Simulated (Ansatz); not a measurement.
## Ansatz (development build ahead of 0.2.0) run

```yaml
crystal:
  periodic: [false, false, false]
  atoms:
    - { symbol: C, position_ang: [0.0, 0.0, 0.0] }
    - { symbol: H, position_ang: [0.93, 0.0, -0.56] }
    - { symbol: H, position_ang: [-0.93, 0.0, -0.56] }
    - { symbol: C, position_ang: [0.0, 0.0, 1.4] }
    - { symbol: H, position_ang: [0.81615, 0.44587, 1.96] }
    - { symbol: H, position_ang: [-0.81615, -0.44587, 1.96] }
basis:
  gaussian: { orbitals: def2-SVP }
total_charge: 1
magnetization:
  initial_magnetization: 1
hamiltonian:
  xc: pbe0
scf:
  omitted_lower_state_checks: [stability, starts, atomic_configurations, cluster_reference, orbital_swaps, given_window_search, neighbouring_geometries, increment]
output:
  forces: true
```

The input is written out in the form of the current development build from the run's settings.

Output:

```json
{"Converged": "yes", "Total energy": "-78.04625 hartree", "Spin squared of the determinant": "0.750"}
```

Forces (eV/Å):
```
atom      Fx      Fy      Fz
  C1   0.000   0.000   0.872
  H2   0.492   0.033  -0.292
  H3  -0.492  -0.033  -0.292
  C4   0.000   0.000  -0.872
  H5   0.447   0.207   0.292
  H6  -0.447  -0.207   0.292
```
